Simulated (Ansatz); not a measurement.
Ansatz (a program for electronic structure) input (MP2/3-21G): The .json file is the Basis Set Exchange's 3-21G.

Ansatz 0.2 input:
```yaml
crystal:
  periodic: [false, false, false]
  atoms:
    - {symbol: O, position_ang: [-0.00000000, -0.00000000, -0.10780208]}
    - {symbol: H, position_ang: [0.00000000, 0.00000000, 0.86241660]}
basis:
  gaussian:
    orbitals: 3-21G.json
total_charge: -1
magnetization: {spin_polarized: false}
correlation: {method: mp2, electrons: outside_noble_gas}
```

### Question
What final total energy does it give?

### Answer
-74.97500 Eh.
